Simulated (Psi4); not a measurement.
**UOMP2/def2-TZVP (density fitting for correlation) run of BSiH4 (SMILES [BH][SiH3])**

Aim: the vertical ionisation energy of BSiH4 at UOMP2/def2-TZVP (density fitting for correlation), from 2 runs. 

The calculation is run with Psi4 1.11.

2 further runs of the same task are left out: 2 set aside as unsound or not needed.

**1. Starting point**

BSiH4 has 6 atoms, charge 0, and is taken as a doublet. SMILES: `[BH][SiH3]`. The shape is that of a GFN2-xTB optimisation.

Bond lengths: B1–Si2 1.908 Å, B1–H3 1.158 Å, Si2–H4 1.483 Å, Si2–H5 1.476 Å, Si2–H6 1.476 Å. Angles: B1–Si2–H4 119.8°, B1–Si2–H5 111.1°, B1–Si2–H6 111.7°, Si2–B1–H3 148.3°, H4–Si2–H5 103.5°, H4–Si2–H6 103.4°, H5–Si2–H6 106.3°.

**2. A single-point energy at UOMP2/def2-TZVP (density fitting for correlation)**

Input file bh4si.json:

```json
{
 "schema_name": "qcschema_input",
 "schema_version": 1,
 "molecule": {
  "schema_name": "qcschema_molecule",
  "schema_version": 2,
  "symbols": ["B", "Si", "H", "H", "H", "H"],
  "geometry": [1.77352687, -1.56862386, 1.23100539, -0.5078072, 0.71507237, -0.37475159, 2.28069156, -3.63065521, 1.75665161, -2.85626435, -0.26157589, -1.54993447, 0.74207655, 2.08383879, -2.45826913, -1.43222343, 2.66192491, 1.39529818],
  "molecular_charge": 0,
  "molecular_multiplicity": 2,
  "fix_symmetry": "c1"
 },
 "driver": "energy",
 "model": {
  "method": "omp2",
  "basis": "def2-TZVP"
 },
 "keywords": {
  "reference": "uhf",
  "puream": true,
  "e_convergence": 1e-09,
  "d_convergence": 1e-08,
  "scf_type": "pk",
  "num_frozen_docc": 6,
  "maxiter": 200
 }
}
```

Command:

```console
$ psi4 --qcschema bh4si.json -n 1 --memory 1600MB
```

stdout:

```text
[...]
  Running in c1 symmetry.
[...]
  Nuclear repulsion =   43.128188477630140
[...]
  Multiplicity = 2
[...]
  Nalpha       = 12
  Nbeta        = 11
[...]
    Number of basis functions: 92
[...]
   @UHF iter   1:  -315.80715122315195   -7.04850e-01   2.40128e-03 DIIS/ADIIS
[...]
   @UHF iter  17:  -315.86294380695767   -1.15392e-11   7.08632e-09 DIIS
[...]
   @S^2 Observed:                7.594122279E-01
[...]
    Orbital Energies [Eh]
    ---------------------
    Alpha Occupied:
       1A    -68.757077     2A     -7.639341     3A     -6.110591
       4A     -4.216998     5A     -4.216958     6A     -4.216029
       7A     -0.762261     8A     -0.652936     9A     -0.497203
      10A     -0.481544    11A     -0.471023    12A     -0.328662
    Alpha Virtual:
      13A      0.024243    14A      0.124323    15A      0.138585
      16A      0.173475    17A      0.174344    18A      0.177984
      19A      0.212682    20A      0.241456    21A      0.261293
      22A      0.296175    23A      0.301657    24A      0.307397
      25A      0.360765    26A      0.391575    27A      0.411557
[...]
  @UHF Final Energy:  -315.86294380695767
   => Energetics <=
    Nuclear Repulsion Energy =             43.1281884776301396
    One-Electron Energy =                -521.7149355699925763
    Two-Electron Energy =                 162.7238032854047276
    Total Energy =                       -315.8629438069576736
  UHF NO Occupations:
  HONO-2 :   10  A 1.9994983
  HONO-1 :   11  A 1.9962174
[...]
 Multipole Moments:
 ------------------------------------------------------------------------------------
     Multipole            Electronic (a.u.)      Nuclear  (a.u.)        Total (a.u.)
 ------------------------------------------------------------------------------------
 L = 1.  Multiply by 2.5417464519 to convert [e a0] to [Debye]
 Dipole X            :          1.7642364           -1.6689275            0.0953089
 Dipole Y            :         -1.4103406            1.0986190           -0.3117215
 Dipole Z            :          1.2232892           -1.1267739            0.0965152
 Magnitude           :                                                    0.3399548
[...]
	Warning: cc_lambda option is changed to TRUE
	For this residual convergence, default PCG convergence is:     1.00e-07
[...]
	DF-SCS-MP2 Total Energy (a.u.)     :  -316.06873749574135
	DF-SOS-MP2 Total Energy (a.u.)     :  -316.07604367402809
[...]
	DF-SCS-OMP2 Total Energy (a.u.)    :  -316.07079772244873
	DF-SOS-OMP2 Total Energy (a.u.)    :  -316.06110324816223
	DF-SCS(N)-OMP2 Total Energy (a.u.) :  -315.91156663214844
[...]
	DF-OMP2 Total Energy (a.u.)        :  -316.05673276430019
[...]
```

The result, in JSON:

```text
{
 "driver": "energy",
 "model": {
  "method": "omp2",
  "basis": "def2-TZVP"
 },
 "success": true,
 "return_result": -316.0567327643002,
 "properties": {
  "calcinfo_nbasis": 92,
  "calcinfo_nmo": 92,
  "calcinfo_nalpha": 12,
  "calcinfo_nbeta": 11,
  "calcinfo_natom": 6,
  "nuclear_repulsion_energy": 43.12818847763014,
  "return_energy": -316.0567327643002,
  "scf_one_electron_energy": -521.7149355699926,
  "scf_two_electron_energy": 162.72380328540473,
  "scf_dipole_moment": [0.09530888220077105, -0.31172154851198175, 0.09651522754622666],
  "scf_total_energy": -315.8629438069577,
  "scf_iterations": 17,
  "mp2_same_spin_correlation_energy": -0.02725835754054709,
  "mp2_opposite_spin_correlation_energy": -0.16392297466954764,
  "mp2_singles_energy": 0.0,
  "mp2_doubles_energy": -0.19118133221009473,
  "mp2_correlation_energy": -0.19118133221007838,
  "mp2_total_energy": -316.05412513916775
 }
}
```

It took 21 s on 1 thread of Intel Xeon Platinum 8375C at 2.90GHz (Ice Lake), shared host; peak memory 0.34 GiB.

**3. The singlet cation at the same level**

Input file input.in:

```
memory 1.6 GB

molecule {
  1 1
  B
  Si 1 1.907844
  H 1 1.157616 2 148.29837
  H 2 1.482655 1 119.76199 3 2.35337
  H 2 1.47571 4 103.49692 1 124.31908
  H 2 1.475812 5 106.26717 4 -108.55819
  symmetry c1
  no_reorient
  no_com
}

set {
  basis           def2-TZVP
  reference       rhf
  puream          true
  e_convergence   1e-09
  d_convergence   1e-08
  scf_type        pk
  num_frozen_docc 6
}

energy('omp2')
print_variables()
```

Command:

```console
$ psi4 -i input.in -o input.out -n 1
```

input.out:

```text
[...]
  Running in c1 symmetry.
[...]
  Nuclear repulsion =   43.128188673615732
[...]
  Multiplicity = 1
[...]
  Nalpha       = 11
  Nbeta        = 11
[...]
    Number of basis functions: 92
[...]
   @RHF iter   1:  -315.50761542128214   -4.05315e-01   2.73751e-03 DIIS/ADIIS
[...]
   @RHF iter  11:  -315.57500939741487   -3.46745e-12   3.26959e-09 DIIS
[...]
    Orbital Energies [Eh]
    ---------------------
    Doubly Occupied:
       1A    -68.981146     2A     -8.007207     3A     -6.336742
       4A     -4.443596     5A     -4.442182     6A     -4.442091
       7A     -1.007037     8A     -0.910601     9A     -0.750038
      10A     -0.683244    11A     -0.676810
[...]
  @RHF Final Energy:  -315.57500939741487
   => Energetics <=
    Nuclear Repulsion Energy =             43.1281886736157318
    One-Electron Energy =                -516.0450078033659338
    Two-Electron Energy =                 157.3418097323353209
    Total Energy =                       -315.5750093974148740
[...]
 Multipole Moments:
 ------------------------------------------------------------------------------------
     Multipole            Electronic (a.u.)      Nuclear  (a.u.)        Total (a.u.)
 ------------------------------------------------------------------------------------
 L = 1.  Multiply by 2.5417464519 to convert [e a0] to [Debye]
 Dipole X            :         -0.0158426            0.0121023           -0.0037404
 Dipole Y            :         -0.4271339            0.4267998           -0.0003341
 Dipole Z            :         -4.1273216            2.2537962           -1.8735253
 Magnitude           :                                                    1.8735291
[...]
	Warning: cc_lambda option is changed to TRUE
	For this residual convergence, default PCG convergence is:     1.00e-07
[...]
	DF-MP2 Total Energy (a.u.)         :  -315.75468726715013
[...]
	DF-MP2 Total Energy (a.u.)         :  -315.75809707265768
[...]
	DF-OMP2 Total Energy (a.u.)        :  -315.75809707265705
[...]
```

Wall time 12 s (1 thread of Intel Xeon Platinum 8375C at 2.90GHz (Ice Lake), shared host); peak memory 0.34 GiB.

**4. Results**

At UOMP2/def2-TZVP (density fitting for correlation), 6 core orbitals frozen:

| quantity | value |
| --- | --- |
| doublet BSiH4: total energy | -316.05673 Eh |
| doublet BSiH4: HOMO energy (Hartree–Fock orbitals) (highest over α and β) | -8.94 eV |
| doublet BSiH4: LUMO energy (Hartree–Fock orbitals) (lowest over α and β) | 0.66 eV |
| doublet BSiH4: correlation energy (6 core orbitals frozen) | -193.8 mEh |
| doublet BSiH4: ⟨S²⟩ of the reference determinant | 0.759 |
| singlet cation: total energy | -315.75810 Eh |
| singlet cation: HOMO energy (Hartree–Fock orbitals) | -18.42 eV |
| singlet cation: LUMO energy (Hartree–Fock orbitals) | -6.77 eV |
| singlet cation: HOMO–LUMO gap (Hartree–Fock orbitals) | 11.65 eV |
| singlet cation: correlation energy (6 core orbitals frozen) | -183.1 mEh |
| vertical ionisation energy (to the singlet cation) | 8.126 eV |

**Reading.** Removing an electron at fixed nuclei costs 8.13 eV (187 kcal/mol). Only the singlet of the ionised species was computed; a triplet could lie lower.
